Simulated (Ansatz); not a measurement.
Process, species as SMILES: FCl (F-Cl) → F atom + Cl atom
B3LYP-D3(BJ)/def2-TZVP geometries, fixed; electronic energies without zero-point terms.

Effect of a fitting basis named in the input at PBE/cc-pV(T+d)Z with Ansatz (an electronic-structure program), against the last row, where the bond dissociation energy is 71.83 kcal/mol. Open shells are unrestricted. The default fits or decomposes integrals by the program's own choice; accuracy: high also tightens integrals, grids and stops.

```json
[
 {"setting": "fitting: def2-SV(P)-JKFIT", "largest shift of a total energy (mEh)": "-0.041", "shift of the bond dissociation energy (kcal/mol)": "-0.001"},
 {"setting": "fitting: def2-universal-JKFIT", "largest shift of a total energy (mEh)": "-0.041", "shift of the bond dissociation energy (kcal/mol)": "-0.001"},
 {"setting": "fitting: cc-pVTZ-JKFIT", "largest shift of a total energy (mEh)": "-0.027", "shift of the bond dissociation energy (kcal/mol)": "0.009"},
 {"setting": "fitting: cc-pVQZ-JKFIT", "largest shift of a total energy (mEh)": "-0.016", "shift of the bond dissociation energy (kcal/mol)": "0.002"},
 {"setting": "fitting: cc-pV5Z-JKFIT", "largest shift of a total energy (mEh)": "-0.013", "shift of the bond dissociation energy (kcal/mol)": "0.000"},
 {"setting": "fitting: def2-universal-JFIT", "largest shift of a total energy (mEh)": "-0.094", "shift of the bond dissociation energy (kcal/mol)": "0.029"},
 {"setting": "accuracy: high", "largest shift of a total energy (mEh)": "0.001", "shift of the bond dissociation energy (kcal/mol)": "0.000"},
 {"setting": "accuracy: medium (default)", "largest shift of a total energy (mEh)": "0.000", "shift of the bond dissociation energy (kcal/mol)": "0.000"}
]
```

Within 0.02 kcal/mol in the bond dissociation energy: fitting: def2-SV(P)-JKFIT; fitting: def2-universal-JKFIT; fitting: cc-pVTZ-JKFIT; fitting: cc-pVQZ-JKFIT; fitting: cc-pV5Z-JKFIT; accuracy: high. The largest shift is 0.094 mEh in a total energy and 0.029 kcal/mol in the difference.
